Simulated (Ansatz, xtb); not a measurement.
**CH3OS+: which of two structures lies lower**

Structure I is `[H]/[S+]=C/O`, a singlet and structure II is a singlet given by its coordinates. Both are isolated ions in the gas phase, relaxed with PBE0-D3(BJ)/pcseg-1; the shapes shown needn't be the lowest conformers.

I (Å):

```xyz
6

C     0.5988   -2.1460   -0.5428
O    -0.3513   -2.4916    0.2371
S     2.1330   -1.9766    0.0991
H    -1.2200   -2.5715   -0.2051
H     0.4003   -1.9675   -1.6061
H     2.6977   -1.6244   -1.0823
```

II (Å):

| atom | x (Å) | y (Å) | z (Å) |
| --- | --- | --- | --- |
| C | -0.1288 | -1.9087 | -0.0963 |
| O | 0.0847 | -1.1550 | 0.7507 |
| S | 1.3303 | -2.2190 | -1.5029 |
| H | -1.0042 | -2.5225 | -0.3681 |
| H | 1.6776 | -3.4640 | -1.0764 |
| H | 2.2958 | -1.5776 | -0.7909 |

Close contacts (Å): C1–O2 1.15, C1–S3 2.05, C1–H4 1.10, S3–H5 1.36, S3–H6 1.36.

Quicker runs give these differences E(II) − E(I): GFN2-xTB +76.7 kJ/mol; HF/STO-3G +97.9 kJ/mol (at GFN2-xTB geometries); r2SCAN-D4/def2-SVP +78.9 kJ/mol (at GFN2-xTB geometries).

Problem. Estimate E(II) − E(I) at the level CCSD(T)/def2-TZVPP.

Solution. Calculated at CCSD(T)/def2-TZVPP: E(II) − E(I) = +76.6 kJ/mol, so structure I lies lower.

How the difference moves with the method:

| level | geometry | E(II) − E(I) (kJ/mol) | departure from the last row (kJ/mol) | job, with rough time for the two |
| --- | --- | --- | --- | --- |
| GFN2-xTB | GFN2-xTB | +76.7 | +0.1 | optimisation, 0.072 s |
| HF/STO-3G | GFN2-xTB | +97.9 | +21.2 | single point, 0.2 s |
| r2SCAN-D4/def2-SVP | GFN2-xTB | +78.9 | +2.2 | single point, 2.7 s |
| PBE0-D3(BJ)/pcseg-1 | PBE0-D3(BJ)/pcseg-1 | +75.1 | −1.6 | optimisation, 25 s |
| HF/def2-TZVPP | PBE0-D3(BJ)/pcseg-1 | +98.4 | +21.7 | part of the CCSD(T) run |
| MP2/def2-TZVPP | PBE0-D3(BJ)/pcseg-1 | +74.8 | −1.9 | part of the CCSD(T) run |
| CCSD(T)/def2-TZVPP | PBE0-D3(BJ)/pcseg-1 | +76.6 |  | single point, 54 s |

None of the levels shown reverses the order. The largest departure from CCSD(T)/def2-TZVPP is that of HF/def2-TZVPP, 21.7 kJ/mol.

With harmonic frequencies from PBE0-D3(BJ)/pcseg-1 (ideal gas, rigid rotor, one conformer each, 298.15 K, 1 atm): on the last row, ΔE + ΔZPE = +63.7, ΔH = +66.1, ΔG = +60.2 kJ/mol.

The correlated steps freeze 7 core orbitals. Mirror images aren't counted in ΔG. Codes used: Ansatz 0.2.0, xtb 6.7.1; the last row on 1 thread of Arm Neoverse V2 on a shared host.
